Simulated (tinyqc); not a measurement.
Worked calculation: Pariser-Parr-Pople SCF with singles CI, for the molecule C1=CC=C1 (SMILES; centres numbered as the heavy atoms are written). One step of it, computed by the program tinyqc.

Task: Iteration 1: Fock matrix. F_rr = H_rr + P_rr gamma_rr / 2 + sum_(s != r) P_ss gamma_rs; F_rs = H_rs - P_rs gamma_rs / 2; E = tr P (H + F) / 2 + core repulsion sum_(r<s) z_r z_s gamma_rs.

P at the start, lower triangle:
```
           1C        2C        3C        4C
1C   1.500000
2C   0.500000  0.500000
3C  -0.500000  0.500000  1.500000
4C   0.500000  0.500000  0.500000  0.500000
```

core matrix H (eV), lower triangle:
```
            1C          2C          3C          4C
1C  -26.249286
2C   -2.370000  -26.249286
3C    0.000000   -2.370000  -26.249286
4C   -2.370000    0.000000   -2.370000  -26.249286
```

repulsion gamma_rs (eV), lower triangle:
```
           1C         2C         3C         4C
1C  11.130000
2C   5.345397  11.130000
3C   4.398492   5.345397  11.130000
4C   5.345397   4.398492   5.345397  11.130000
```

Centres (angstrom, eV; a flat drawing with bonds scaled to 1.40 angstrom):
```
centre          x          y  core charge z          W   gamma_rr
1C       0.990000   0.000000              1  11.160000  11.130000
2C       0.000000   0.990000              1  11.160000  11.130000
3C      -0.990000   0.000000              1  11.160000  11.130000
4C       0.000000  -0.990000              1  11.160000  11.130000
```

Give: F; pi energy.

Result:

F (eV), lower triangle:
```
        1C      2C      3C      4C
1C  -5.959
2C  -3.706  -5.231
3C   1.100  -3.706  -5.959
4C  -3.706  -1.100  -3.706  -5.231
```

pi energy = -47.126 eV
